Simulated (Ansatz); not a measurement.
The same path of AlH$_{4}$O$_{2}$ (7 atoms, charge 1, multiplicity 1) was run twice with different band settings. The coordinate that changes most is the dihedral O1–Al2–O3–H7.

All numbers below come from Ansatz 0.2.0, RKS BHLYP/cc-pVDZ.

Relaxed end points:

```xyz
7
Properties=species:S:1:pos:R:3
O -1.200 -1.007 -0.184
Al -0.072 0.052 -0.808
O 0.732 0.511 0.838
H -1.898 -1.558 -0.530
H 0.572 0.776 -2.007
H 0.404 0.113 1.658
H 1.462 1.112 1.032
```

```xyz
7
Properties=species:S:1:pos:R:3
O -1.201 -1.008 -0.182
Al -0.073 0.051 -0.806
O 0.733 0.512 0.838
H -1.898 -1.558 -0.530
H 0.570 0.774 -2.006
H 1.463 1.113 1.029
H 0.406 0.115 1.658
```

Common settings: movable images 5; climbing image yes; spring 5.0 eV/Å²; optimiser quadratic models (default); start path IDPP; force threshold 0.05 eV/Å; end points relaxed.

| run | iteration limit |
| --- | --- |
| 1 | 60 |
| 2 | 6 |

(1) What does each run give, and how far can it be trusted?

## Answers

(1) Run 1: converged after 4 iterations, highest image 0.241 eV above the first end. A vibrational analysis at the climbing image gives one clearly imaginary mode, 304i cm⁻¹: a first-order saddle point.
Run 2: converged after 4 iterations, highest image 0.241 eV above the first end. Another band between the same ends (5 images) ends at a top of the same energy, where a vibrational analysis finds 1 clearly imaginary mode.
Limits of this set-up: the dipole of an ion depends on the origin.
